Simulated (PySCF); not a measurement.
Species: vinylene carbonate, C3H2O3.
SMILES: `O=c1occo1`

The closed-shell ground state was solved at several levels (PySCF, density fitting, gas phase, non-relativistic). Geometry: GFN2-xTB; no solvent, vibrations or thermal averaging.

```
         level  basis functions  total energy (Eh)  HOMO (eV)  LUMO (eV)  gap (eV)  dipole (D)
   B3LYP/pcJ-1              182          -341.1770      -7.24      -0.45      6.79        4.80
PBE0/def2-SVPD              145          -340.5754      -7.53      -0.29      7.24        4.70
 PBE0/pcSseg-1              112          -340.7736      -7.47      -0.19      7.28        4.79
```

Question: What might wB97X-D/def2-SVPD (145 basis functions) give for the same quantities?

Answer: Total energy -340.8265 Eh, HOMO -9.38 eV, LUMO 1.57 eV, gap 10.95 eV, dipole 4.76 D.

Question: Over all these levels, which gives the widest orbital gap and which the narrowest?

Answer: wB97X-D/def2-SVPD (range-separated hybrid) has the widest, 10.95 eV, and B3LYP/pcJ-1 (global hybrid, 20 % exact exchange) the narrowest, 6.79 eV. Functional and basis both differ between the two, so the spread mixes both effects.

Question: How far do the dipole and the HOMO energy spread over the levels?

Answer: The dipole runs from 4.70 to 4.80 D (mean 4.76 D) and the HOMO from -9.38 to -7.24 eV.

The pairwise dispersion term of wB97X-D wasn't added to the energies; at a given geometry it leaves orbitals and properties as they are.
